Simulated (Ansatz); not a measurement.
Density of states of Al$_{2}$O$_{3}$ (R-3c, a = 4.809 Å, b = 4.809 Å, c = 13.123 Å, α = 90.00°, β = 90.00°, γ = 120.00°), in states per eV and primitive cell, averaged over bins of 0.4 eV. All numbers below come from Ansatz 0.2.0, DFT PBE, scalar-relativistic, plane waves, PAW.

Plane waves to 420 eV, a k mesh through Γ of 6×6×6 on the computed 10-atom cell and Gaussian smearing (0.02 eV); no spin polarisation.

The cell is relaxed at this level. The states (both spins) are summed by tetrahedra on a 9×9×9 mesh at the self-consistent density. Energies are bin centres; the table starts no lower than −8 eV and ends at 6 eV, or lower where the solved bands end.

The gap is 5.85 eV at this level, with the zero inside it.

```tsv
E − E_F (eV)	total	O 2p	Al 3p	Al 3s	O 2s
-7.85	4.21	3.17	0.58	0.27	0.17
-7.45	3.23	2.49	0.53	0.12	0.07
-7.05	4.73	3.72	0.72	0.12	0.13
-6.65	4.95	3.91	0.66	0.14	0.19
-6.25	3.73	3.02	0.45	0.09	0.14
-5.85	4.03	3.37	0.41	0.11	0.10
-5.45	4.73	4.03	0.44	0.13	0.08
-5.05	7.42	6.52	0.58	0.16	0.09
-4.65	7.08	6.47	0.38	0.08	0.06
-4.25	10.38	9.76	0.37	0.06	0.05
-3.85	7.36	7.00	0.19	0.04	0.03
-3.45	9.13	8.74	0.20	0.05	0.03
-3.05	5.31	5.13	0.08	0.04	0.01
-2.65	0.00	0.00	0.00	0.00	0.00
-2.25	0.00	0.00	0.00	0.00	0.00
-1.85	0.00	0.00	0.00	0.00	0.00
-1.45	0.00	0.00	0.00	0.00	0.00
-1.05	0.00	0.00	0.00	0.00	0.00
-0.65	0.00	0.00	0.00	0.00	0.00
-0.25	0.00	0.00	0.00	0.00	0.00
0.15	0.00	0.00	0.00	0.00	0.00
0.55	0.00	0.00	0.00	0.00	0.00
0.95	0.00	0.00	0.00	0.00	0.00
1.35	0.00	0.00	0.00	0.00	0.00
1.75	0.00	0.00	0.00	0.00	0.00
2.15	0.00	0.00	0.00	0.00	0.00
2.55	0.00	0.00	0.00	0.00	0.00
2.95	0.01	0.00	0.00	0.01	0.00
3.35	0.10	0.00	0.01	0.05	0.04
3.75	0.18	0.01	0.03	0.07	0.07
4.15	0.27	0.03	0.05	0.09	0.09
4.55	0.38	0.05	0.09	0.11	0.13
4.95	0.52	0.08	0.14	0.13	0.17
5.35	0.73	0.12	0.21	0.17	0.22
5.75	1.11	0.18	0.35	0.24	0.31
```

The columns after the total are the Löwdin projections on the occupied valence shells of the potentials. The rest of the total lies in shells that are empty in the free atom, which aren't projected, and between the atoms.

Cost: 1 run of about 3.5 core-minutes, on Intel Xeon Platinum 8259CL (Skylake/Cascade Lake) (shared hosts).